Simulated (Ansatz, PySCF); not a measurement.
hydrazine (H₄N₂), SMILES NN. Atoms are numbered in the order given.

```xyz
6

N      0.1006    -0.7079     0.0617
N     -0.1006     0.7079     0.0617
H     -0.7770    -1.1473     0.3066
H      0.3903    -1.0585    -0.8461
H      0.7770     1.1473     0.3066
H     -0.3903     1.0585    -0.8461
```

The structure is a stationary point at B3LYP-D3(BJ)/def2-TZVP.

Two levels are set side by side: PBE-D3(BJ)/def2-TZVP (Ansatz, a first-principles code) and B3LYP-D3(BJ)/def2-TZVP (Ansatz). Each level has its own optimised geometry; the coordinates shown are those of the second. Frequencies come from the Hessian of PySCF at each geometry. Differences are taken from unrounded values.

| quantity | B3LYP-D3(BJ) |
|---|---|
| mean bond length (Å) | 1.097 |
| bond N1–N2 (Å) | 1.430 |
| bond N1–H3 (Å) | 1.012 |
| bond N1–H4 (Å) | 1.015 |
| bond N2–H5 (Å) | 1.012 |
| bond N2–H6 (Å) | 1.015 |
| highest harmonic wavenumber (cm⁻¹) | 3554 |
| mean harmonic wavenumber (cm⁻¹) | 1944 |
| zero-point energy (kcal/mol) | 33.35 |

Q: What does PBE-D3(BJ) give, and how far is it from B3LYP-D3(BJ)? (The exact figures need the calculation; the answer reports its results.)

A: 
| quantity | PBE-D3(BJ) | PBE-D3(BJ) minus B3LYP-D3(BJ) |
|---|---|---|
| mean bond length (Å) | 1.106 | 0.009 |
| bond N1–N2 (Å) | 1.436 | 0.006 |
| bond N1–H3 (Å) | 1.021 | 0.009 |
| bond N1–H4 (Å) | 1.025 | 0.010 |
| bond N2–H5 (Å) | 1.021 | 0.009 |
| bond N2–H6 (Å) | 1.025 | 0.010 |
| highest harmonic wavenumber (cm⁻¹) | 3461 | -94 |
| mean harmonic wavenumber (cm⁻¹) | 1891 | -53 |
| zero-point energy (kcal/mol) | 32.44 | -0.91 |

Exact exchange shortens and stiffens bonds; PBE has none. Differences between two approximate levels are no errors against the true value.
